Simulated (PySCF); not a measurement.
**Dipole moment and polarisability of `C=C(C)/C=C/Cl`**

Species: C5H7Cl.
Cartesian coordinates in Å at the PBE0-D3(BJ)/def2-SVP level; atoms count from 1:
```
atom  x, y, z in Å
C1    -1.1146    1.4521    0.5076
C2    -0.4257    0.3555    0.1434
C3    -1.1050   -0.9582   -0.1089
C4     1.0249    0.4396   -0.0137
C5     1.8135   -0.5830   -0.3712
Cl6    3.5207   -0.4358   -0.5446
H7    -2.1997    1.4259    0.6344
H8    -0.6106    2.4052    0.6889
H9    -0.7193   -1.7406    0.5649
H10   -0.9292   -1.3042   -1.1405
H11   -2.1894   -0.8802    0.0447
H12    1.4889    1.4122    0.1768
H13    1.4453   -1.5889   -0.5820
```

Level: wB97X-D/def2-SVPD (PySCF), static field, nuclei fixed, core orbitals frozen in the response. The polarisability tensor in these axes (au):

```
x   108.98 -19.04 -11.82
y   -19.04  81.26   9.70
z   -11.82   9.70  56.33
```

Q: Diagonalise the tensor; give its mean and Δα, where Δα² is half the sum of the squared differences of the eigenvalues.

A: Principal values 52.40, 72.10 and 122.07 au; mean 82.19 au = 12.18 Å³ = 13.55 × 10⁻⁴⁰ C²·m²/J; Δα = 62.20 au (76 % of the mean).

Q: What is the dipole moment, and where does it point?

A: (-1.78, -0.21, 0.17) D, 1.80 D in size, pointing from the negative to the positive side. Measured along this direction, the outermost atoms are Cl6 at the negative end and H11 at the positive end.

Q: Find the Langevin capture rate constant for NH4+ (18.034 u) meeting this molecule (102.024 u), k = 2.342 × 10⁻⁹ cm³/s × √(α in Å³ / reduced mass in u).

A: The reduced mass is 15.33 u, so k = 2.09 × 10⁻⁹ cm³/s. The formula leaves out the permanent dipole, which adds to the capture rate.

Q: Estimate the molar refractivity from the static electronic polarisability.

A: Lorentz–Lorenz: R = (4π/3)N_A α = 2.5225 cm³/(mol·Å³) × 12.18 Å³ = 30.7 cm³/mol, in the limit of long wavelengths.

Q: Directions of the eigenvectors, and the extent of the frame along each?

A: Largest value along (0.86, -0.46, -0.22), where the nuclei span 6.04 Å; middle along (0.49, 0.86, 0.16), 3.79 Å; least along (0.12, -0.25, 0.96), 1.77 Å. The response follows the extents in order.

Q: Rayleigh depolarisation ratio (linearly polarised light, static tensor)?

A: ρ = 3Δα²/(45ᾱ² + 4Δα²) = 11607.0/(303981 + 15476.0) = 0.0363.

The structure is a single PBE0-D3(BJ)/def2-SVP conformer in the gas phase; no vibrational or solvent corrections.
